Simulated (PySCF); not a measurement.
## Isomers of C2H3Cl3: computed energies against enthalpies of formation

**Measured values to compare with.**

From CRC Handbook of Chemistry and Physics, for the gas at 298.15 K: enthalpy of formation of `ClCC(Cl)Cl` (1,1,2-trichloroethane) -151.3 kJ/mol; enthalpy of formation of `CC(Cl)(Cl)Cl` -144.4 kJ/mol.

The results are set against them at the end.

Differences of these values give the isomerisation enthalpies. Geometries: PBE0-D3(BJ)/def2-TZVP; runs in PySCF, gas phase, with a dispersion term only where the level names one. Total electronic energies (Eh):

```csv
SMILES,PBE0-D3(BJ)/def2-TZVP,PBE0/pcSseg-2,CAM-B3LYP/aug-cc-pVTZ,PBE0/aug-cc-pVTZ
ClCC(Cl)Cl,-1458.14863,-1458.16792,-1458.70288,-1458.16223
CC(Cl)(Cl)Cl,-1458.14496,-1458.16346,-1458.69789,-1458.15777
```

Zero-point and thermal terms are left out, so the computed numbers are electronic energies.

## Comparison

Relative to `ClCC(Cl)Cl`, the lowest by measurement, in kJ/mol (measured: enthalpies at 298.15 K; computed: electronic energies):

```json
{"SMILES": "ClCC(Cl)Cl", "measured": "0.0", "PBE0-D3(BJ)/def2-TZVP": "0.0", "PBE0/pcSseg-2": "0.0", "CAM-B3LYP/aug-cc-pVTZ": "0.0", "PBE0/aug-cc-pVTZ": "0.0"}
{"SMILES": "CC(Cl)(Cl)Cl", "measured": "6.9", "PBE0-D3(BJ)/def2-TZVP": "9.6", "PBE0/pcSseg-2": "11.7", "CAM-B3LYP/aug-cc-pVTZ": "13.1", "PBE0/aug-cc-pVTZ": "11.7"}
```

Measured values: -151.3 kJ/mol (298.15 K; CRC Handbook of Chemistry and Physics) for the first row; the others come from the same table. Unsigned miss: PBE0-D3(BJ)/def2-TZVP 2.7, PBE0/aug-cc-pVTZ 4.8, PBE0/pcSseg-2 4.8, CAM-B3LYP/aug-cc-pVTZ 6.2 kJ/mol. One conformer stands for `ClCC(Cl)Cl`, not necessarily the lowest, while the measurement averages over conformers. Where a level misses, the cause wasn't examined.

Conformer computed: `[Cl:1][CH2:2][CH:3]([Cl:4])[Cl:5]`: Cl1–C2–C3–Cl4 -65°.
